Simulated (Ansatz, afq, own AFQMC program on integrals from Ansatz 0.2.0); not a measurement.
Te, quintet in def2-SVP, levels against full CI

A free Te atom.

Basis def2-SVP with its core potentials. Noble-gas cores (and the filled d shells of Ga–Kr and In–Xe) are frozen. Ansatz 0.2.0 and our own AFQMC program on the same integrals; the CISD trial comes from CCSD amplitudes, and released means the phaseless constraint is let go. Error bars are statistical, one sigma. No spin–orbit coupling.

Determinant: UHF, the one that the program's search chose, which needn't be the lowest solution.

Full CI on the same integrals is exact in this basis and with this determinant's frozen core.

Cautions: no spin-orbit coupling; inner d shell frozen; another spin lies lower (by 9.42 eV); in this basis the state lies above a state of the ion, a sign that the basis lacks the diffuse functions it needs, so its energy is an artefact of the basis; CCSDTQ on the ROHF determinant differs (29 meV higher), by its state or its frozen core.

The T1 diagnostic is 0.0016. The weight of the determinant in the CISD state is 0.938, the ⟨S²⟩ of the determinant is 6.001 and the size of the correlated space is 6 electrons in 17 orbitals.

```
  level  correlation energy (eV)
    MP2                  -1.7690
   CCSD                  -2.1368
CCSD(T)                  -2.1666
```

Problem. Estimate where full CI lies against CCSD(T) on the same integrals.

Solution. 0.46 mEh below CCSD(T).

Reference: full CI, correlation energy -2.179 eV. The released energy is read at 2.40 1/Eh (meV from the phaseless value at times in 1/Eh: -1.5 ± 1.5 at 0.24, -3.7 ± 1.7 at 0.51, -3.5 ± 1.7 at 0.99, -3.2 ± 1.5 at 1.62, -0.5 ± 1.6 at 2.40).

```
         level  E − E(reference) (mEh)  share of correlation (%)
       CCSD(T)                    0.46                     99.42
         CCSDT                    0.23                     99.71
      CCSDT(Q)                    0.05                     99.94
        CCSDTQ                    0.00                     99.99
   ph-AFQMC/HF            -1.29 ± 0.81                    101.60
 ph-AFQMC/CISD             0.12 ± 0.05                     99.85
released AFQMC             0.10 ± 0.06                     99.87
```

CCSDT and higher add their correlation energy to the determinant of the CCSD(T) run, since their own runs factorise the integrals more tightly (a shift of under 2 meV). A walk keeps the symmetry of its determinant, which the program's search chose and which needn't be the lowest solution, so a lower state of the same spin and another symmetry isn't excluded. Released energies are given only where the last usable release times agree within the noise; a slower fall can still hide under it.
